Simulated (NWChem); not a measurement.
Total energies of FLi

SMILES: [Li][F]
```xyz
2

Li     0.0000     0.0000    -1.1467
F      0.0000     0.0000     0.3822
```
Charge 0, spin multiplicity 1.

Everything below was run with NWChem. All single points use one geometry, from B3LYP/def2-SVP, a minimum by its harmonic frequencies.

Basis set: STO-3G (10 functions).

```csv
method,total energy (Ha)
RHF,-105.36625
MP2,-105.42494
B2PLYP,-105.70213
PBE,-105.71399
B3LYP,-105.82737
PBE0,-105.72284
CCSD(T),-105.43776
```

Total energies of different functionals aren't comparable as a measure of quality: only differences taken within one method are. 

The correlated methods keep 1 core orbital frozen. B3LYP has NWChem's definition, with VWN1-RPA local correlation. The structure started from a generated list of species. Coupled-cluster values serve here as a point of comparison, not as the truth.
